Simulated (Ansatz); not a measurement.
# CF4 (tetrafluoromethane) at CCSD(T)/aug-cc-pVDZ

Aim: the vertical singlet–triplet gap of CF4 (tetrafluoromethane) at CCSD(T)/aug-cc-pVDZ, from 2 runs. 

The results are computed with Ansatz 0.2.0.

30 further runs of the same task are left out: 2 that didn't finish, 28 set aside as unsound or not needed.

### 1 The molecule

CF4: 5 atoms, total charge 0, spin state singlet. SMILES: `FC(F)(F)F`. The coordinates come from a PBE0-D4/def2-TZVP relaxation.

Bond lengths: F1–C2 1.318 Å, C2–F3 1.318 Å, C2–F4 1.318 Å, C2–F5 1.318 Å. Angles: F1–C2–F3 109.5°, F1–C2–F4 109.5°, F1–C2–F5 109.5°, F3–C2–F4 109.5°, F3–C2–F5 109.5°, F4–C2–F5 109.5°.

### 2 The energy at CCSD(T)/aug-cc-pVDZ

Contents of input.yaml:

```yaml
crystal:
  periodic: [false, false, false]
  atoms:
    - symbol: F
      position_ang: [-0.850100, 0.025300, 0.989500]
    - symbol: C
      position_ang: [0.010000, -0.014700, -0.008300]
    - symbol: F
      position_ang: [1.157500, -0.501300, 0.420100]
    - symbol: F
      position_ang: [-0.464000, -0.786000, -0.966200]
    - symbol: F
      position_ang: [0.196600, 1.203000, -0.476700]
basis:
  gaussian:
    orbitals: aug-cc-pVDZ
correlation:
  method: ccsd_t
  frozen_orbitals: {C: 1, F: 1}
accuracy: high
scf:
  omitted_lower_state_checks: [cluster_reference, increment]
```

Launch:

```sh
$ ansatz run input.yaml --threads 1 --pin off --max-ram 3480MiB --events-out events.jsonl --progress --plain --runs-dir runs
```

The log of the run, shortened:

```text
Warning: RAYON_NUM_THREADS=1 ignored (pool sized by the plan → 1); use --threads N
Functional definition: HF
  name "HF"
[...]
2366 factors; integrals over basis functions are off by at most 2.7e-9 eV
[...]
mean field -11855.85745309 eV, -435.6947252121 hartree, gradient 6.6e-8 eV, S^2 0.000000; 0 other end points of the search recorded, 0 dependent functions left out
5 core orbitals not correlated: weight in the atoms' cores, before any rotation towards them, 1.000 or more for the frozen orbitals, at most 0.000 for the correlated occupied ones
reference -11855.85745309 eV, -435.6947252121 hartree; 16, 16 occupied and 94, 94 virtual orbitals, 2366 factors
second order -25.51253558 eV of doubles, -0.00000000 eV of singles
cycle   1  -25.11140009 eV  change    4.0e-1 eV  update   1.1e-1
[...]
cycle  18  -25.73131722 eV  change  -3.4e-10 eV  update   1.6e-9
perturbative correction -0.67180057 eV, -0.0246882154 hartree
Total energy: -11882.26057087 eV, -436.6650218940 hartree
Checks for a lower state left out: cluster_reference, increment
```

It took 88 s on 1 thread of Arm Neoverse V1, shared host; peak memory 1.2 GiB.

### 3 The triplet, same level

Contents of job.yaml:

```yaml
crystal:
  periodic: [false, false, false]
  atoms:
    - {symbol: F, position_ang: [-0.850100, 0.025300, 0.989500]}
    - {symbol: C, position_ang: [0.010000, -0.014700, -0.008300]}
    - {symbol: F, position_ang: [1.157500, -0.501300, 0.420100]}
    - {symbol: F, position_ang: [-0.464000, -0.786000, -0.966200]}
    - {symbol: F, position_ang: [0.196600, 1.203000, -0.476700]}
basis:
  gaussian:
    orbitals: aug-cc-pVDZ
magnetization:
  spin_polarized: true
  initial_magnetization: 2
correlation:
  method: ccsd_t
  frozen_orbitals: {C: 1, F: 1}
accuracy: high
scf:
  omitted_lower_state_checks: [cluster_reference, increment]
```

Launch:

```sh
$ ansatz run job.yaml --threads 1 --pin off --max-ram 3480MiB --events-out events.jsonl --progress --plain --runs-dir runs
```

The log of the run, shortened:

```text
Warning: RAYON_NUM_THREADS=1 ignored (pool sized by the plan → 1); use --threads N
[... 2 set-up lines as earlier in the session ...]
[...]
2365 factors; integrals over basis functions are off by at most 2.7e-9 eV
[...]
mean field -11843.42578828 eV, -435.2378699571 hartree, gradient 1.6e-8 eV, S^2 2.005845; 34 other end points of the search recorded, 0 dependent functions left out
5 core orbitals not correlated: weight in the atoms' cores, before any rotation towards them, 1.000 or more for the frozen orbitals, at most 0.000 for the correlated occupied ones
reference -11843.42578828 eV, -435.2378699571 hartree; 17, 15 occupied and 93, 95 virtual orbitals, 2365 factors
second order -24.41278238 eV of doubles, -0.00000000 eV of singles
cycle   1  -24.20065955 eV  change    2.1e-1 eV  update   1.4e-1
[...]
cycle  59  -25.19446021 eV  change   -1.4e-9 eV  update   2.3e-9
perturbative correction -0.84297111 eV, -0.0309786168 hartree
Total energy: -11869.46321960 eV, -436.1947279092 hartree
Checks for a lower state left out: cluster_reference, increment
```

It took 16 min on 1 thread of Arm Neoverse V1, shared host; peak memory 2.7 GiB.

### 4 What came out

At CCSD(T)/aug-cc-pVDZ, 5 core orbitals frozen:

```
                                            quantity          value
                               singlet: total energy  -436.66502 Eh
singlet: correlation energy (5 core orbitals frozen)     -970.3 mEh
                             singlet: (T) correction     -24.69 mEh
                              singlet: T1 diagnostic          0.013
                               triplet: total energy  -436.19473 Eh
triplet: correlation energy (5 core orbitals frozen)     -956.9 mEh
                             triplet: (T) correction     -30.98 mEh
          triplet: ⟨S²⟩ of the reference determinant          2.006
                              triplet: T1 diagnostic          0.053
    vertical energy of the triplet above the singlet      12.797 eV
```

At this shape the triplet lies 12.80 eV (1235 kJ/mol) above the singlet. The triples (singlet) make up 2.5 % of the correlation energy. The T1 diagnostic (triplet) of 0.053 is above the customary mark for such species, so a single reference may not serve. The triples (triplet) make up 3.2 % of the correlation energy.
